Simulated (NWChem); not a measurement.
# diphosphorus (P₂); SMILES P#P

Results from NWChem. Pople sets run with spherical d functions. Each level has its own optimisation. Entropies are gas-phase, rigid-rotor, harmonic values for NWChem's default masses at 298.15 K and 1 bar, so the errors hold that model's part too (torsions, anharmonicity).

Measured entropy at 1 bar: 52.1 cal/(mol K) (CRC Handbook, as tabulated in the package chemicals).

| level | entropy at 1 bar (cal/(mol K)) | computed − measured |
|---|---|---|
| Hartree-Fock/STO-3G | ___ | ___ |
| Hartree-Fock/3-21G | 52.2 | +0.1 |
| Hartree-Fock/6-31G* | ___ | ___ |
| B3LYP/6-31G* | 52.1 | 0.0 |
| LDA (Slater exchange, VWN5)/def2-SVP | 52.1 | 0.0 |
| PBE/def2-SVP | 52.1 | 0.0 |
| BLYP/def2-SVP | 52.2 | +0.1 |
| PBE0/def2-SVP | 52.0 | -0.1 |

Problem. Complete the blanks.

Solution. 
- Hartree-Fock/6-31G*, entropy at 1 bar (cal/(mol K)): 51.9
- Hartree-Fock/6-31G*, computed − measured: -0.2
- Hartree-Fock/STO-3G, entropy at 1 bar (cal/(mol K)): 51.8
- Hartree-Fock/STO-3G, computed − measured: -0.3
